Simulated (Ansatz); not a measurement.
C₃H₆F (`[CH2]C(C)F`) radical. Total charge 0; spin multiplicity 2.

Cartesian coordinates in Å:
```
C -0.8254 -0.5753 -0.9750
C 0.3670 -0.3918 -0.1255
C 0.2837 0.7996 0.8022
F 0.5644 -1.5429 0.6387
H -1.0857 -1.5654 -1.3241
H -1.3636 0.2821 -1.3568
H 1.2703 -0.3017 -0.7517
H -0.5810 0.7067 1.4616
H 0.1829 1.7192 0.2214
H 1.1873 0.8696 1.4092
```

What are the harmonic wavenumbers in cm⁻¹ at PBE0-D4/def2-TZVP (Ansatz, finite differences of forces, unscaled)? (An estimate is asked.)

The calculation gave: 109, 237, 353, 411, 425, 565, 854, 907, 964, 1056, 1164, 1179, 1335, 1348, 1396, 1440, 1477, 1488, 2962, 3060, 3141, 3149, 3176, 3289.

Is this a minimum?

Yes, all 24 modes are real.

Give the ideal-gas thermochemistry at 298.15 K and 1 bar (rigid rotor, harmonic oscillator; point group C1, symmetry number 1).

Zero-point energy 212.3 kJ/mol; H(298) − E = 229.0 kJ/mol; entropy 306.0 J/(mol·K), of which translation 160.1, rotation 101.3, vibration 38.8, electronic 5.8; G(298) − E = 137.8 kJ/mol.
